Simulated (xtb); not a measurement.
HN2, SMILES [NH+]#N, charge +1. All values are semi-empirical tight-binding results from xtb (GFN2-xTB unless named), good for trends rather than for accurate numbers. Coordinates come from a GFN2-xTB optimisation. The isomer is the one that the SMILES or the coordinates give; other isomers of the formula were not compared.

Optimised geometry:

Bond lengths (Å): N1–N2 1.080, N2–H3 1.031. Angles (°): N1–N2–H3 180.0.
Charge +1, spin multiplicity 1.

Computed properties:
The point group as xtb finds it is C∞v and the orbital gap is 5.16 eV. The zero-point energy is 10.2 kcal/mol, the G − E(el) at 298.15 K (modified RRHO) is -2.0 kcal/mol and the static polarisability (D4 model) is 13.0 bohr³. The solvation energy, GFN2-xTB/ALPB(water) is -86.1 kcal/mol and the solvation energy, GFN2-xTB/ALPB(octanol) is -74.5 kcal/mol.

Give the IR lines (harmonic; lines under 4 % of the strongest left out, lines within 3 cm⁻¹ merged). (An estimate is asked for; the answer gives what the named calculation found.)

ν (cm⁻¹): 769 (vs), 2406 (w), 3185 (vs) (against the strongest line: vs over 80 %, s over 45 %, m over 15 %, w over 4 %, vw less)

Computed atomic charges and the Wiberg bond orders between heavy atoms:
charges (e) N1 0.36, N2 0.27, H3 0.38. Bond orders N1–N2 2.97.
